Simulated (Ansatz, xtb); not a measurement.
**C2H6O: which of two isomers lies lower**

We compare I, `COC`, a singlet, with II, `CCO`, a singlet. Both are isolated molecules in the gas phase, relaxed with PBE-D3(BJ)/def2-SVP; the shapes shown needn't be the lowest conformers.

I (Å):

```xyz
9

C    -2.4464   -0.4734    0.6093
C    -1.0202   -0.2160   -1.2220
O    -2.1107   -0.9155   -0.6804
H    -3.3095   -1.0724    0.9606
H    -1.6056   -0.6049    1.3365
H    -2.7362    0.6077    0.6265
H    -1.2230    0.8808   -1.3165
H    -0.0924   -0.3318   -0.6065
H    -0.8224   -0.6235   -2.2329
```

II (Å):

```xyz
9

C    -2.4453   -0.2980    0.2643
C    -1.1601   -0.6406   -0.4835
O    -0.5443    0.4877   -1.0803
H    -2.8691   -1.1887    0.7727
H    -3.2224    0.0863   -0.4314
H    -2.2556    0.4846    1.0263
H    -1.3630   -1.4497   -1.2307
H    -0.4107   -1.0549    0.2242
H    -1.1872    0.8617   -1.7105
```

Energies in hartree; the thermal terms are from PBE-D3(BJ)/def2-SVP harmonic frequencies (ideal gas, rigid rotor, one conformer each, 298.15 K, 1 atm) and include the zero-point energy:

|  | I | II |
| --- | --- | --- |
| E, CCSD(T)/def2-TZVP | −154.763071 | −154.780279 |
| zero-point energy | 0.077147 | 0.077671 |
| H(298 K) − E | 0.082412 | 0.082886 |
| G(298 K) − E | 0.052438 | 0.052321 |

Work out ΔE, ΔE₀, ΔH and ΔG for I → II in kJ/mol (1 Eh = 2625.50 kJ/mol) and the equilibrium ratio [II]/[I].

1. ΔE = −154.780279 − (−154.763071) = −0.017208 Eh = −45.18 kJ/mol.
2. ΔE₀ = ΔE + ΔZPE = −0.017208 + (+0.000524) Eh = −43.80 kJ/mol.
3. ΔH = ΔE + (+0.000474) Eh = −43.94 kJ/mol.
4. ΔG = ΔE + (−0.000117) Eh = −45.49 kJ/mol, so ΔS = (ΔH − ΔG)/T = +5.2 J/(mol K).
5. kT = 0.9442 mEh, so K = [II]/[I] = exp(−ΔG/kT) = exp(+18.35) ≈ 9.3 × 10^7.

Structure II is favoured at this temperature. An error of 4 kJ/mol in ΔG would change K by a factor of 5. HF/STO-3G gave ΔE the other sign. Mirror images and further conformers aren't counted.

As drawn, II has 1 C–C, 1 O–H in place of 1 C–O, 1 C–H.

Other levels gave ΔE = −15.3 (GFN2-xTB); +3.4 (HF/STO-3G, GFN2-xTB geometries); −42.2 (r2SCAN-D4/def2-SVP, GFN2-xTB geometries); −40.1 (PBE-D3(BJ)/def2-SVP); −39.9 (HF/def2-TZVP); −48.9 (MP2/def2-TZVP) kJ/mol. The correlated steps freeze 3 core orbitals. Programs: Ansatz 0.2.0, xtb 6.7.1.
